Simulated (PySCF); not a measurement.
**Si3H8 (trisilane) at BHLYP/6-31G(d) (spherical functions)**

Aim: the energy change on altering one bond length of Si3H8 (trisilane) at BHLYP/6-31G* (spherical functions), from 2 runs. 

The results are computed with PySCF 2.14.0.

1 further run of the same task is left out (set aside as unsound or not needed).

## Step 1: The structure to begin with

The species is Si3H8 (11 atoms), meant as a singlet with charge 0. As SMILES, `[SiH3][SiH2][SiH3]`. The coordinates come from a PBE0-D4/def2-TZVP relaxation.

Bond lengths: Si1–Si2 2.338 Å, Si2–Si3 2.338 Å, Si1–H4 1.488 Å, Si1–H5 1.488 Å, Si1–H6 1.488 Å, Si2–H7 1.490 Å, Si2–H8 1.490 Å, Si3–H9 1.488 Å, Si3–H10 1.488 Å, Si3–H11 1.488 Å. Some angles: Si1–Si2–Si3 110.4°, Si1–Si2–H7 109.6°, Si1–Si2–H8 109.6°, Si3–Si2–H7 109.6°, Si3–Si2–H8 109.6°, Si2–Si1–H4 111.2°, Si2–Si1–H5 109.8°, Si2–Si1–H6 109.8°, Si2–Si3–H9 109.8°, Si2–Si3–H10 109.8°.

## Step 2: The energy at BHLYP/6-31G(d) (spherical functions)

run.py

```python
from pyscf import gto, dft

mol = gto.Mole()
mol.atom = [
    ('Si', (-1.292570, 1.366730, -0.525270)),
    ('Si', (-0.462570, -0.807300, -0.296320)),
    ('Si', (1.631930, -0.774400, 0.742750)),
    ('H', (-2.625850, 1.367720, -1.185120)),
    ('H', (-0.354030, 2.180440, -1.344070)),
    ('H', (-1.422540, 2.000090, 0.814640)),
    ('H', (-0.343400, -1.440160, -1.640160)),
    ('H', (-1.410380, -1.620800, 0.516390)),
    ('H', (1.515950, -0.154940, 2.090430)),
    ('H', (2.583820, 0.031780, -0.068050)),
    ('H', (2.179610, -2.149160, 0.894770)),
]
mol.charge = 0
mol.max_memory = 1860
mol.verbose = 4
mol.basis = '6-31g*'
mol.build()

ks = dft.RKS(mol)
ks.xc = 'bhandhlyp'
ks.grids.level = 5
ks.conv_tol = 1e-10
ks.kernel()
if not ks.converged:
    ks = ks.newton().run(ks.mo_coeff, ks.mo_occ)

e_tot = ks.e_tot
print('E(%s) = %.9f' % ('BHLYP', e_tot))
```

On the command line:

```console
$ OMP_NUM_THREADS=1 python run.py
```

The log of the run:

```text
PySCF version 2.14.0

[... 75 lines left out ...]
converged SCF energy = -873.205222636608
E(BHLYP) = -873.205222637
```

Wall time 16 s (1 thread of Arm Neoverse V1, shared host); peak memory 0.37 GiB.

## Step 3: The distorted shape at the same level

job.py

```python
from pyscf import gto, dft

system = gto.Mole()
system.atom = '''
Si      -1.417083       1.692868      -0.559616
Si      -0.462570      -0.807300      -0.296320
Si       1.631930      -0.774400       0.742750
H       -2.750363       1.693858      -1.219466
H       -0.478543       2.506578      -1.378416
H       -1.547053       2.326228       0.780294
H       -0.343400      -1.440160      -1.640160
H       -1.410380      -1.620800       0.516390
H        1.515950      -0.154940       2.090430
H        2.583820       0.031780      -0.068050
H        2.179610      -2.149160       0.894770
'''
system.basis = '6-31g*'
system.spin = 0
system.max_memory = 1860
system.verbose = 3
system.charge = 0
system.build()

mf = dft.RKS(system, xc='bhandhlyp')
mf.conv_tol = 1e-10
mf.grids.level = 5
mf.kernel()
if not mf.converged:
    mf = mf.newton().run(mf.mo_coeff, mf.mo_occ)

etot = mf.e_tot
print('E = %.10f Eh' % etot)
```

On the command line:

```console
$ OMP_NUM_THREADS=1 python job.py
```

The log of the run:

```text
converged SCF energy = -873.188321717788
E = -873.1883217178 Eh
```

Run time: 16 s. Hardware: 1 thread of Arm Neoverse V1, shared host; peak memory 0.37 GiB.

## Step 4: Results

At BHLYP/6-31G* (spherical functions):

```
                                                           quantity          value
                                          first shape: total energy  -873.20522 Eh
                                         first shape: dipole moment         0.09 D
                                           first shape: HOMO energy       -8.93 eV
                                           first shape: LUMO energy        1.08 eV
                                         first shape: HOMO–LUMO gap       10.00 eV
                                      distorted shape: total energy  -873.18832 Eh
                                     distorted shape: dipole moment         0.06 D
                                       distorted shape: HOMO energy       -8.42 eV
                                       distorted shape: LUMO energy        0.31 eV
                                     distorted shape: HOMO–LUMO gap        8.73 eV
energy change with the Si1–Si2 bond stretched from 2.338 to 2.689 Å       0.460 eV
```

**Reading.** With the Si1–Si2 bond stretched from 2.338 to 2.689 Å the energy rises by 0.46 eV (44.4 kJ/mol). The first shape isn't relaxed at this level, so the change isn't measured from a minimum. Mulliken charges (distorted shape) run from -0.08 on H9 to +0.27 on Si3; they depend strongly on the basis.
